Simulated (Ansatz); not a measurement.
## Structural energy differences of rhodium

All numbers below come from Ansatz, DFT, BLYP, plane waves (420 eV) with PAW, scalar-relativistic. The PAW files were generated under PBE, with cores re-solved for the functional.

Each structure is relaxed within its own symmetry, so a high-lying one may be dynamically unstable.

Q: Rank these structures of rhodium by energy per atom, lowest first.
A. omega (AlB2-type)
B. simple cubic
C. bcc
D. dhcp
E. hcp
F. diamond
G. A15
H. fcc

A: H (0 meV/atom), D (18 meV/atom), E (36 meV/atom), A (190 meV/atom), G (263 meV/atom), C (306 meV/atom), B (559 meV/atom), F (717 meV/atom).

```
        structure  ΔE (meV/atom)  V (Å³/atom)                                    cell     magnetic state
              fcc              0        14.82                             a = 3.899 Å       non-magnetic
             dhcp             18        14.88  a = 2.762 Å, c = 9.007 Å (c/a = 3.261)  spin not included
              hcp             36        14.91  a = 2.777 Å, c = 4.466 Å (c/a = 1.608)  spin not included
omega (AlB2-type)            190        15.28  a = 4.417 Å, c = 2.713 Å (c/a = 0.614)  spin not included
              A15            263        15.40                             a = 4.976 Å  spin not included
              bcc            306        15.32                             a = 3.129 Å  spin not included
     simple cubic            559        17.26                             a = 2.584 Å  spin not included
          diamond            717        22.14                             a = 5.616 Å  spin not included
```

ΔE counts from fcc.

Differences under about 8 meV lie within the error of the k-point mesh.
